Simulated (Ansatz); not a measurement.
Input for Ansatz (development build ahead of 0.2.0):

```yaml
crystal:
  periodic: [false, false, false]
  atoms:
    - { symbol: C, position_ang: [-0.02817, 0.0275, -0.61463] }
    - { symbol: H, position_ang: [0.01678, -0.04666, 0.57742] }
basis:
  gaussian: { orbitals: def2-SVP }
total_charge: -1
magnetization:
  spin_polarized: true
  initial_magnetization: 2
hamiltonian:
  xc: hf
correlation:
  method: mp2
  frozen_orbitals: { C: 1, H: 0 }
```

The input is written out in the form of the current development build from the run's settings.

Results

```
Converged                                                          : yes
Reference energy                                                   : -38.23179 hartree
Correlation energy                                                 : -0.09191 hartree
Total energy                                                       : -38.32370 hartree
Spin squared of the determinant                                    : 2.016
Stability test                                                     : minimum
Occupied orbitals by symmetry in an Abelian subgroup (alpha; beta) : 3 A1 1 B1 1 B2; 3 A1
```

Messages of the program:
```
mean field -1040.33998813 eV, -38.2317893958 hartree, gradient 1.4e-6 eV, S^2 2.016392; 0 other ends of a descent, 0 dependent functions left out
```

Caution: no diffuse functions for an anion.
